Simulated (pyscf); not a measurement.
Concerted fragmentation: `[F][GeH][F]` [doublet] + `[H][H]` -> `[F][Ge][F]` [singlet] + `[H][H]` + `[H]` [doublet]

Gas phase, doublet surface, charge 0. Bonds broken: Ge2–H4, H5–H6. Bonds formed: H4–H5. PySCF, gas phase, ωB97X-D3(BJ)/def2-SVP geometries.

Transition state (Å):

```xyz
6

F     -0.3391    -0.1807     1.7482
Ge    -1.8425    -0.9925     1.3625
F     -1.1669    -2.1463     0.2340
H     -2.1407     0.6644    -0.4763
H     -1.3564     0.9787    -0.6194
H     -0.3298     1.3881    -0.8182
```

One imaginary mode, 1186i cm⁻¹; descent along it reached the two sides named.

```tsv
bond	change	reactant side (Å)	saddle	product side
Ge2–H4	breaks	1.561	2.493	3.0
H5–H6	breaks	0.760	1.123	3.6
H4–H5	forms	2.7	0.857	0.760
```

Electronic energies relative to the separated reactants (kcal/mol):

```tsv
level	barrier	reaction energy	reverse barrier
ωB97X-D3(BJ)/def2-TZVP	37.5	+31.2	6.2
PBE/def2-TZVP	30.8	+28.9	1.9
r²SCAN/def2-TZVP	34.8	+34.5	0.3
B3LYP-D3(BJ)/def2-TZVP	31.9	+30.3	1.6
PBE0-D3(BJ)/def2-TZVP	34.8	+31.9	2.8
M06-2X/def2-TZVP	42.5	+34.3	8.2
ωB97M-D3(BJ)/def2-TZVP	35.5	+29.3	6.2
HF/def2-TZVP	45.6	+29.0	16.6
```

With ωB97M-D3(BJ)/def2-TZVP energies and thermal terms (ideal gas, 1 atm, RRHO with modes under 100 cm⁻¹ raised to 100, one conformer, R ln 2 for chiral ones without a mode under 150 cm⁻¹), in kcal/mol:

| T (K) | ΔH‡ | ΔG‡ | ΔH | ΔG |
|---|---|---|---|---|
| 298 | 31.2 | 36.5 | +25.8 | +18.8 |
| 600 | 31.9 | 41.6 | +26.5 | +11.4 |
| 900 | 32.6 | 46.3 | +26.7 | +3.8 |
| 1200 | 33.3 | 50.8 | +26.8 | -3.9 |

The same reactants have a lower exit, to F–GeH₂–F + H• (barrier +23.9 kcal/mol at ωB97M-D3(BJ)/def2-TZVP, against +35.5 kcal/mol here). This is the saddle that the search found; another between the same sides may lie lower. Elements up to Kr have no core potential and no relativistic terms here.
